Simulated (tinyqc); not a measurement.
Inside a calculation. Method: LCCD on RHF in the sto-3g basis, for H3O+, spin multiplicity 1. Computed by tinyqc, a small Python program that keeps every step (integrals from PySCF). Settings: charge = 1, multiplicity = 1, basis = sto-3g, method = RHF, energy threshold = 1e-10, iteration cap = 89, orthogonalisation = symmetric, start = core, DIIS depth = 6, amplitude equations = LCCD, DIIS depth for amplitudes = 0, cap on updates = 82. Command: `OMP_NUM_THREADS=1 python tinyqc.py 24899 24900 out.jsonl` (the two numbers bound the seeds that draw the settings). One thread of a shared host (Intel(R) Xeon(R) Processor @ 2.60GHz), about 0.2 s of CPU time with the checks.

Geometry (angstrom):
```
atom,x,y,z
O,0.00000,0.00000,0.06900
H,1.06500,0.00000,0.00000
H,-0.53200,0.92200,0.00000
H,-0.53200,-0.92200,0.00000
```

E_corr = 1/4 sum <ij||ab> t_ij^ab; stop when the norm of the change is below 1e-8.

Course of the amplitude iterations:
```
update,correlation energy (hartree),norm of the change
0,-0.0527172,-
1,-0.0637351,7.02e-02
2,-0.0668623,2.52e-02
3,-0.0679287,1.00e-02
4,-0.0683281,4.13e-03
5,-0.0684849,1.77e-03
6,-0.0685481,7.79e-04
7,-0.0685740,3.54e-04
8,-0.0685849,1.65e-04
9,-0.0685895,7.79e-05
10,-0.0685915,3.74e-05
11,-0.0685924,1.81e-05
12,-0.0685928,8.79e-06
13,-0.0685929,4.29e-06
14,-0.0685930,2.10e-06
15,-0.0685931,1.03e-06
16,-0.0685931,5.04e-07
17,-0.0685931,2.48e-07
18,-0.0685931,1.22e-07
19,-0.0685931,5.97e-08
20,-0.0685931,2.93e-08
21,-0.0685931,1.44e-08
22,-0.0685931,7.07e-09
```

Can the last value be used, and what does the course show?

Yes. Converged in 22 updates.
